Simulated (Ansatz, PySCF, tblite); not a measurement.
## How well does each level of theory give the cohesive energy of zinc-blende CdSe?

Reference value: 2.46 eV/atom (measured, temperature not stated, no zero-point or thermal correction; as tabulated in Verma et al. (2010), arXiv:1001.1248).

```csv
level (code),value (eV/atom),cell (Å³/atom)
GFN1-xTB (tblite),2.42,29.73
PBE (PySCF),?,29.98
PBE-D4 (Ansatz),2.63,28.55
HSE06-D3(BJ) (Ansatz),2.79,27.71
Hartree–Fock (PySCF),1.64 ± 0.1,30.76
```

Question: What belongs in the gaps?

Answer: 
- PBE (PySCF), value (eV/atom): 2.24 ± 0.04

Differences against the reference: GFN1-xTB -0.04 eV/atom, PBE -0.22 eV/atom, PBE-D4 +0.17 eV/atom, HSE06-D3(BJ) +0.33 eV/atom, Hartree–Fock -0.82 eV/atom.

Leaving aside GFN1-xTB (doubt noted below): The reference's temperature isn't stated, so close values are not ranked against it. Off by more than 0.25 eV/atom, or 0.35 eV/atom on the side where a correction would as a rule narrow the miss (bounds picked here): Hartree–Fock (-0.82 eV/atom).

Free atoms are spin-polarised, in the lowest state found; at levels without +SOC their spin–orbit coupling is left out. The measured value isn't corrected to a static lattice, so vibrations enter the comparison.  A ± on a computed value is a rough bar: the spread of its extrapolation, a floor set from checks against published values, or a statistical error. GFN1-xTB: the free atoms are run in the same model without spin. GFN1-xTB: the method was fitted mainly to molecules. GFN1-xTB: the run uses a supercell at the zone centre in place of a k mesh. Each level is taken at its own relaxed cell. Cutoffs and k meshes differ between the levels. Ansatz's density-functional and Hartree–Fock values are scalar-relativistic unless marked +SOC, with PAW data made under PBE.

Differences are worked out from the printed values.

Ansatz is a first-principles code.
